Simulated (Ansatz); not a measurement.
C₂H₆OS (`COCS`), charge 0, multiplicity 1.

Task: Give a relaxed structure at PBE0-D4/def2-TZVP (Ansatz). (An estimate is asked.)

Result: Computed: 
```xyz
10

C     0.390   -0.821    1.064
O    -0.087    0.467    0.757
C     0.107    0.839   -0.564
S    -0.900   -0.056   -1.792
H     1.469   -0.896    0.873
H    -0.128   -1.587    0.477
H     0.202   -0.987    2.124
H    -0.117    1.902   -0.632
H     1.142    0.669   -0.888
H    -2.077    0.471   -1.419
```
This is one stationary point; other conformers may exist.
